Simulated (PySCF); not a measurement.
Molecule: `C(=C)OC=C`, C₄H₆O.

Cartesian coordinates in Å; atom numbers follow the order of the lines, from 1:
```xyz
11

C    -2.2562    0.6921    0.0545
C    -1.1812   -0.0885    0.1375
O     0.0737    0.3884   -0.0281
C     1.1124   -0.4759    0.0144
C     2.3730   -0.0828   -0.1535
H    -2.1634    1.7594   -0.1540
H    -3.2468    0.2613    0.1988
H    -1.2470   -1.1643    0.3459
H     0.8394   -1.5229    0.2000
H     2.6175    0.9647   -0.3394
H     3.1767   -0.8170   -0.1054
```

Geometry PBE0-D3(BJ)/def2-SVP throughout; GIAO in PySCF, gas phase, one conformer, non-relativistic; equivalent atoms averaged; functional PBE0.

For orientation, aug-cc-pVDZ gives these absolute shieldings σ: C2/C4 46.0, C1/C5 105.8, O3 154.8, H8/H9 24.71, H6/H10 26.66, H7/H11 27.06 ppm.

A run gave: C2/C4 22.8, C1/C5 87.0, O3 130.2, H8/H9 24.71, H6/H10 26.51, H7/H11 26.95 ppm (absolute shieldings σ).

Which basis set was used in that run?
A. cc-pVDZ
B. pcSseg-1
C. 6-31G
D. pcSseg-2

Results:

D. C2/C4 tells them apart best: pcSseg-2 gives 22.8, pcSseg-1 gives 27.9, cc-pVDZ gives 48.3, 6-31G gives 53.7 ppm.
